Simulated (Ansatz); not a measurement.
```yaml
crystal:
  periodic: [false, false, false]
  atoms:
    - {symbol: B, position_ang: [-1.796184, -0.002411, 0.010620]}
    - {symbol: Ga, position_ang: [0.310881, 0.000417, -0.001838]}
    - {symbol: H, position_ang: [-2.402255, 1.001522, 0.011181]}
    - {symbol: H, position_ang: [-2.399522, -1.007969, 0.017209]}
    - {symbol: H, position_ang: [1.279545, 1.278929, -0.011407]}
    - {symbol: H, position_ang: [1.283019, -1.275489, -0.003744]}
basis:
  gaussian: {orbitals: def2-TZVP}
hamiltonian: {xc: pbe0}
relax: {f_tol: 0.004, max_steps: 80}
```

```sh
$ ansatz run in.yaml --threads 1 --pin off --events-out ev --progress --plain --max-ram 2176MiB
```

Steps of the relaxation (energy above the last step; positions in Å, forces in eV/Å):

```
6
step 1, 68.1 meV
B    -1.796   -0.002    0.011    0.458    0.001   -0.003
Ga    0.311    0.000   -0.002    1.012    0.001   -0.006
H    -2.402    1.002    0.011   -0.334    0.473    0.001
H    -2.400   -1.008    0.017   -0.333   -0.474    0.003
H     1.280    1.279   -0.011   -0.402   -0.027    0.002
H     1.283   -1.275   -0.004   -0.402    0.026    0.002
```

```
6
step 2, 14.2 meV
B    -1.744   -0.002    0.010    0.124    0.000   -0.001
Ga    0.380    0.001   -0.002    0.218    0.000   -0.001
H    -2.365    1.011    0.011   -0.137    0.150    0.000
H    -2.362   -1.017    0.017   -0.136   -0.150    0.001
H     1.181    1.383   -0.011   -0.034   -0.299    0.001
H     1.185   -1.380   -0.003   -0.035    0.299   -0.001
```

```
6
step 3, 0.2 meV
B    -1.757   -0.002    0.010    0.060    0.000    0.000
Ga    0.379    0.001   -0.002   -0.006    0.000    0.000
H    -2.387    1.014    0.011   -0.018    0.016    0.000
H    -2.385   -1.021    0.017   -0.018   -0.016    0.000
H     1.211    1.345   -0.011   -0.009   -0.033    0.000
H     1.215   -1.341   -0.003   -0.009    0.033    0.000
```

```
6
step 5, 0.0 meV
B    -1.756   -0.002    0.010   -0.002    0.000    0.000
Ga    0.378    0.001   -0.002    0.001    0.000    0.000
H    -2.388    1.014    0.011    0.001    0.000    0.000
H    -2.386   -1.020    0.017    0.001    0.000    0.000
H     1.212    1.340   -0.011    0.000    0.000    0.000
H     1.215   -1.337   -0.003    0.000    0.000    0.000
```

Close pairs at the end: B1–H3 1.197 Å, B1–H4 1.197 Å, Ga2–H6 1.578 Å, Ga2–H5 1.578 Å, B1–Ga2 2.134 Å.

A stationary point of restricted PBE0 after 5 steps (its stability towards spin polarisation wasn't tested); no frequencies were run, so it isn't proven a minimum. 16 s on 1 thread of Intel Xeon Platinum 8259CL, shared host.
